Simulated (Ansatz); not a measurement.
Reactions of `CC1=C=NC=N1`.

Isolated molecules relaxed with PBE0-D4/def2-TZVP in Ansatz; ΔE leaves out vibrations. CCSD(T)/CBS is the MP2 limit (def2-TZVPP, def2-QZVPP) plus CCSD(T) − MP2 in def2-TZVPP, frozen cores. This one scheme is used for every species, atoms too. For atomizations the MP2-based limit and the directly extrapolated one differ by several kJ/mol either way, and by 10 to 25 for some Ge, Se and Sn compounds, so smaller differences from it don't rank the levels. Functionals use def2-TZVPP. No spin–orbit coupling; open shells (•) take unrestricted orbitals. Spin–orbit coupling would lower the free atoms: a little for C. One conformer a species, not always the lowest.

```csv
reaction,ωB97X-V (eV),CCSD/CBS(def2) (eV),PBE-D4 (eV),revPBE-D4 (eV),CCSD(T)/CBS(def2) (eV)
`CC1=C=NC=N1` → `c1cncnc1`,-4.00,-4.08,-3.66,-3.71,-3.94
`CC1=C=NC=N1` → `N#CCCC#N`,-3.52,-3.88,-2.90,-2.96,-3.63
`CC1=C=NC=N1` → 4 C• + 4 H• + 2 N•,44.42,42.76,47.00,45.49,44.05
`CC1=C=NC=N1` → `c1ccnnc1`,-3.01,-3.07,-2.75,-2.80,-2.96
`CC1=C=NC=N1` → `c1cnccn1`,-3.79,-3.88,-3.49,-3.54,-3.75
```

Largest T1 diagnostic: 0.024, for `CC1=C=NC=N1`.
